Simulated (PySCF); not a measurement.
CH₆NP.
Numbering: `[CH3:1][N:2]=[PH3:3]` (hydrogens: H4, H5, H6 on C1; H7, H8, H9 on P3)

Computed by this run: PBE0-D3(BJ)/def2-SVP geometry optimisation, gas phase (PySCF 2.14.0); density fitting, grid level 1; the optimiser is geomeTRIC in internal coordinates, started from a GFN2-xTB structure with every atom displaced at random (about 0.01 Å).

Step 0: E = -11900.2608 eV
```
atom  x, y, z in Å  |  force x, y, z in eV/Å
C1     -1.3780   -0.2628   -0.0334   -0.488   2.024  -1.008
N2     -0.1987    0.2996   -0.6238   -1.095  -0.140  -0.225
P3      1.2185    0.2463   -0.0496    1.101   0.372   0.211
H4     -1.3239   -1.3200    0.0861   -0.128  -1.472   0.264
H5     -2.2106   -0.0139   -0.7424    0.175  -0.425   0.545
H6     -1.6429    0.2172    0.9273   -0.083  -0.169   0.156
H7      1.9464   -0.9578    0.1678    0.119  -0.445   0.042
H8      2.0497    0.9047   -0.9574    0.459   0.168  -0.114
H9      1.5974    0.8695    1.1918   -0.061   0.085   0.130
```

Problem. Estimate the geometry and energy of step 1. (The exact step hangs on the optimiser's Hessian estimate; all steps are aligned on step 0, rigid shifts and turns removed.)

Solution. E = -11900.3628 eV, largest force 0.496 eV/Å
```
atom  x, y, z in Å  |  force x, y, z in eV/Å
C1     -1.3729   -0.2310   -0.0552    0.029  -0.490   0.069
N2     -0.2063    0.3154   -0.6821    0.080   0.095  -0.086
P3      1.2284    0.2708   -0.0807    0.004  -0.078   0.056
H4     -1.3317   -1.3436    0.0830   -0.020   0.325  -0.033
H5     -2.2641   -0.0410   -0.6747    0.020   0.057  -0.069
H6     -1.5940    0.1948    0.9428   -0.022   0.053   0.083
H7      1.9039   -0.9829    0.1759   -0.007   0.040  -0.020
H8      2.1619    0.9104   -0.9309   -0.101  -0.020   0.008
H9      1.5326    0.8900    1.1881    0.016   0.018  -0.008
```

The energy changes by -0.1021 eV. The first-order estimate −F·Δx gives -0.2537 eV and the mean of the old and new forces, exact on a quadratic surface, -0.1053 eV. The step makes an angle of 68° with the force vector and moves no atom by more than 0.115 Å.

What follows is the cost of the whole optimisation. Time: 7.3 s; peak memory 0.32 GiB. Hardware: Arm Neoverse V1, one thread, no GPU, shared host with 32 logical CPUs at a one-minute load of 11.
